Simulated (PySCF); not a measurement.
# Cl: ionisation energy

Cl [Ne] 3s2 3p5 (2P) → Cl⁺ [Ne] 3s2 3p4 (3P), as a difference of total energies. Calculation: PySCF 2.14, in dyall-acv3z; scalar relativity by spin-free X2C-1e. Correlated levels: valence: [Ne] frozen; virtual orbitals above 40 to 60 times the deepest correlated orbital energy dropped. The calculations carry no spin-orbit coupling.

```csv
method,ionisation energy (eV),error (eV)
UHF,11.746,-1.228
MP2 (valence),12.754,-0.220
SCS-MP2 (valence),12.756,-0.218
CCSD (valence),12.711,-0.263
CCSD(T) (valence),12.763,-0.211
```

Reference: 12.974 eV (measured; NIST levels, between the centres of gravity of the two terms).

Errors of the correlated levels include the incompleteness of this basis and the frozen core.
